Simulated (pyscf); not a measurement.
# Addition across a multiple bond or ene-type step: ammonia (NH₃) + HN=GaH → H₂N–GaH–NH₂

Gas phase, singlet surface, charge 0. Bonds broken: N1–H5. Bonds formed: N1–Ga7, N2–H5. PySCF, gas phase, ωB97X-D3(BJ)/def2-SVP geometries. MP2 and CC: frozen core, UHF for open shells. ΔMP2 is the change of the MP2 total energy from the triple- to the quadruple-zeta basis.

Transition state (Å):

```xyz
8

N      0.9489     0.1226     0.5121
N     -0.8419     0.2933    -1.0981
H      0.9007    -0.4263     1.3701
H      1.9318     0.2901     0.2983
H      0.2486    -0.2822    -0.4334
H     -1.5487     0.2297    -1.8235
Ga    -0.4581     1.5221     0.0934
H     -0.5742     2.8463     0.8730
```

One imaginary mode, 1373i cm⁻¹; descent along it reached the two sides named, in the forms told below.

```tsv
bond	change	reactant side (Å)	saddle	product side
N1–H5	breaks	1.031	1.244	3.3
N1–Ga7	forms	2.137	2.028	1.815
N2–H5	forms	2.229	1.401	1.013
```

Electronic energies relative to the separated reactants (kcal/mol):

```csv
level,barrier,reaction energy,reverse barrier
ωB97X-D3(BJ)/def2-TZVP,-15.7,-69.5,53.8
PBE/def2-TZVP,-14.7,-57.7,43.0
r²SCAN/def2-TZVP,-16.4,-63.9,47.5
B3LYP-D3(BJ)/def2-TZVP,-12.7,-62.4,49.7
PBE0-D3(BJ)/def2-TZVP,-17.1,-66.1,49.0
M06-2X/def2-TZVP,-18.5,-71.6,53.1
ωB97M-D3(BJ)/def2-TZVP,-13.9,-66.0,52.1
HF/def2-TZVP,-6.5,-74.8,68.3
MP2/def2-QZVPP,-13.0,-62.9,49.9
CCSD/def2-TZVPP,-12.1,-66.5,54.5
CCSD(T)/def2-TZVPP,-12.6,-63.6,50.9
CCSD(T)/def2-TZVPP + ΔMP2(QZVPP),-12.2,-63.8,51.6
```

With CCSD(T)/def2-TZVPP + ΔMP2(QZVPP) energies and thermal terms (ideal gas, 1 atm, RRHO with modes under 100 cm⁻¹ raised to 100, one conformer, R ln 2 for chiral ones without a mode under 150 cm⁻¹), in kcal/mol:

| T (K) | ΔH‡ | ΔG‡ | ΔH | ΔG |
|---|---|---|---|---|
| 298 | -12.9 | -1.9 | -62.1 | -52.4 |
| 600 | -13.0 | 9.4 | -61.2 | -43.0 |
| 900 | -12.4 | 20.5 | -60.0 | -34.1 |
| 1200 | -11.6 | 31.3 | -58.8 | -25.7 |

On the reactant side the descent ends in an adduct with a Ga–N contact, 24.4 kcal/mol under the separated species and 8.7 kcal/mol under the saddle at ωB97X-D3(BJ)/def2-TZVP. At ωB97X-D3(BJ)/def2-TZVP, PBE, r²SCAN, B3LYP-D3(BJ), PBE0-D3(BJ), M06-2X, ωB97M-D3(BJ)/def2-TZVP, HF, MP2, CCSD, CCSD(T), CCSD(T) the saddle lies under the separated reactants, which points to a path from their complex (located at ωB97X-D3(BJ) alone). What is counted as formed (Ga–N) is already present as a longer contact in the reactant adduct; forming that adduct is a step of its own. HN=GaH lies 50.8 kcal/mol over its isomer H₂N–Ga [singlet] (electronic energy, ωB97M-D3(BJ)/def2-TZVP). One saddle was located; it need not be the lowest between these sides. The CCSD(T) − MP2 part came from Ansatz, without density fitting, on the same reference. The frozen core leaves the outer d or s,p core shells of the metals and heavy elements correlated in the MP2 and CC values, and def2-TZVPP describes them poorly, which can shift differences by a few kcal/mol. Elements up to Kr have no core potential and no relativistic terms here.
